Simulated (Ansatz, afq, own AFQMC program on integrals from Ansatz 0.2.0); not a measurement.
# BSiH2, quartet in cc-pVDZ, levels against CCSDT(Q)

```xyz
4

Si    0.0000    0.0000    1.1576
B     0.0000    0.0000   -2.4544
H     0.0000   -1.0760   -2.9654
H     0.0000    1.0760   -2.9654
```

Connectivity, by distances: Si ··· BH2.

Basis cc-pVDZ. Noble-gas cores (and the filled d shells of Ga–Kr and In–Xe) are frozen. AFQMC by an in-house program on the Cholesky factors that Ansatz 0.2.0 writes for its CCSD(T) run. The CISD trial takes its coefficients from CCSD amplitudes. Released means that phaseless walkers are propagated on without the constraint, phases kept. ± is one standard error of the sampling.

Determinant: UHF, the one that the program's search chose, which needn't be the lowest solution. The geometry is a point of a scan.

No full CI on the walks' own integrals is used here; CCSDT(Q) serves as the reference and is uncertain by about the last step of the cluster series.

Cautions: lower spins were not checked; the released energies are still falling, so no released level is given (meV from the phaseless value at times in 1/Eh: -8 ± 9 at 0.24, -10 ± 9 at 0.51, -15 ± 10 at 0.99, -20 ± 9 at 1.62, -38 ± 13 at 2.40), though the last usable value meets CCSDT(Q) within the noise.

* T1 diagnostic: 0.0131
* weight of the determinant in the CISD state: 0.893
* ⟨S²⟩ of the determinant: 3.763
* size of the correlated space: 9 electrons in 36 orbitals

Reference: CCSDT(Q), correlation energy -4.242 eV.

| level | E − E(reference) (mEh) | share of correlation (%) |
| --- | --- | --- |
| HF | 155.90 | 0.00 |
| MP2 | 42.45 | 72.77 |
| CCSD | 3.65 | 97.66 |
| CCSD(T) | 1.13 | 99.28 |
| CCSDT | 0.11 | 99.93 |
| ph-AFQMC/CISD | 0.77 ± 0.26 | 99.50 |

A walk keeps the symmetry of its determinant, which the program's search chose and which needn't be the lowest solution, so a lower state of the same spin and another symmetry isn't excluded.
